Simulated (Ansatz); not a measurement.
Ansatz (a quantum-chemistry and plane-wave program) input (PBE/def2-TZVPD):

Ansatz 0.2 input:
```yaml
crystal:
  periodic: [false, false, false]
  atoms:
    - {symbol: O, position_ang: [-0.00967373, 0.04563775, 1.10330363]}
    - {symbol: C, position_ang: [0.00178170, 1.15541318, 0.29161270]}
    - {symbol: C, position_ang: [-0.00658038, -1.04837760, 0.29156764]}
    - {symbol: C, position_ang: [0.01154327, 0.72839088, -0.98368653]}
    - {symbol: C, position_ang: [0.00648472, -0.69033507, -1.02009325]}
    - {symbol: H, position_ang: [0.00104465, 2.11115768, 0.78054654]}
    - {symbol: H, position_ang: [-0.01464815, -2.00173065, 0.79019247]}
    - {symbol: H, position_ang: [0.01161747, -1.34507735, -1.87357137]}
basis:
  gaussian:
    orbitals: def2-TZVPD
hamiltonian:
  xc: {name: PBE}
magnetization: {spin_polarized: true, initial_magnetization: 1}
output: {forces: true}
```

Output:

```
Functional definition: PBE
integrals: 0.10 GiB planned
1033 factors; their error is unknown
mean field: 1.23 GiB planned
mean field evaluation 1: about -6226.4433 eV, gradient 4.3e1 eV
mean field evaluation 2: about -6215.0306 eV, gradient 6.3e1 eV
mean field evaluation 4: about -6234.8668 eV, gradient 9.9e0 eV
mean field evaluation 8: about -6235.3025 eV, gradient 1.3e-1 eV
mean field evaluation 16: about -6235.2657 eV, gradient 7.3e-3 eV
mean field evaluation 32: about -6233.7237 eV, gradient 1.7e0 eV
mean field -6235.26574901 eV, -229.1417898612 hartree, gradient 3.9e-5 eV, S^2 0.756252; 3 other end points of the search recorded, 0 dependent functions left out
the calculation of the forces begins
reference -6235.26579345 eV, -229.1417914944 hartree; 18, 17 occupied and 197, 198 virtual orbitals, 1033 factors
Total energy: -6235.26579345 eV, -229.1417914944 hartree
Atom 0 at    -0.009674     0.045638     1.103304 Å, force    -0.004050     0.039963     0.470787 eV/Å
Atom 1 at     0.001782     1.155413     0.291613 Å, force    -0.000579     0.105297     0.109673 eV/Å
Atom 2 at    -0.006580    -1.048378     0.291568 Å, force    -0.000697    -0.039262     0.061386 eV/Å
Atom 3 at     0.011543     0.728391    -0.983687 Å, force     0.003373    -0.126576    -0.431725 eV/Å
Atom 4 at     0.006485    -0.690335    -1.020093 Å, force     0.003429     0.217553    -0.291670 eV/Å
Atom 5 at     0.001045     2.111158     0.780547 Å, force    -0.000433     0.286546     0.170392 eV/Å
Atom 6 at    -0.014648    -2.001731     0.790192 Å, force    -0.002612    -0.284660     0.171652 eV/Å
Atom 7 at     0.011617    -1.345077    -1.873571 Å, force     0.001570    -0.198860    -0.260495 eV/Å
Dipole moment:    -0.000643    -0.124593     0.019112 e Å
```

It need not be the lowest isomer of its formula.
